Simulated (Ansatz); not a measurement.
Ideal-gas functions of N2O, SMILES `N#[N+][O-]` at 298.15 K and 1 bar, from an Ansatz frequency run at PBE0-D4/def2-TZVP.

Molar mass 44.01 g/mol, point group C∞v (symmetry number 1), electronic degeneracy 1, moments of inertia 39.357 u Å². Harmonic wavenumbers (cm⁻¹, unscaled): 641, 641, 1378, 2409.

Use S(trans) = R[1.5 ln M + 2.5 ln T − 1.1517]; rotational temperatures θ = 24.2544 K / I; S(rot) = R[ln(T/σθ) + 1]; for each mode x = 1.438777 ν̃/T, S = R[x/(eˣ − 1) − ln(1 − e⁻ˣ)] and H = RT x/(eˣ − 1); 1 cm⁻¹ = 0.0119627 kJ/mol; R = 8.31446 J/(mol·K).

Question: By hand: the entropy, in J/(mol·K).

Answer: Translation 156.1. Rotation: θ = 0.6163 K, giving 59.7. Vibration, mode by mode: 1.61, 1.61, 0.08, 0.00, in all 3.3. Electronic 0.0. Sum 219.1 J/(mol·K).

Question: By hand: H − E and G − E in kJ/mol, counted from the electronic energy.

Answer: Zero-point energy ½ × 5069 × 0.0119627 = 30.3; thermal vibration 0.8; translation, rotation and pV give 3.5 RT = 8.7. H − E = 39.8 kJ/mol, and G − E = 39.8 − 298.15 × 219.1/1000 = -25.5 kJ/mol.

Vibration gives 2 % of the entropy; all modes have x over 3 and are hardly excited.
